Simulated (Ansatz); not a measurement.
Rock-salt CaO, relaxed in Ansatz (plane waves) with several semilocal functionals. Each gives its own volume and its own elastic constant C11:

```csv
level,V0 (Å³/atom),elastic constant C11 (GPa),ln V0,ln C11
LDA,13.044,260.3,2.5683,5.5618
PBEsol,13.543,227.9,2.6059,5.4289
PBE,14.094,200.9,2.6457,5.3028
```

Q: Fit a straight line to ln C11 against ln V0. What does it predict for r²SCAN, whose volume is 13.779 Å³/atom?

A: With x = ln V0 and y = ln C11: means 2.60663 and 5.43117; Σ(Δx Δy) = -0.01002, Σ(Δx²) = 0.002996, so the slope is -3.34. At x = 2.6231 the line gives y = 5.43117 + (-3.34) × (2.6231 − 2.60663) = 5.3762, or 216.2 GPa. The run with r²SCAN gives 231.2 GPa, +6.9 % from the line. The rows used scatter about it by up to 0.5 %, while the largest value lies 30 % above the smallest.

Measured: 219 GPa (measured, room temperature, no zero-point or thermal correction; as tabulated in Speziale et al. (2006), doi:10.1029/2005jb003823).

Ansatz's density-functional and Hartree–Fock values are scalar-relativistic unless marked +SOC, with PAW data made under PBE.

Ansatz is an electronic-structure program.
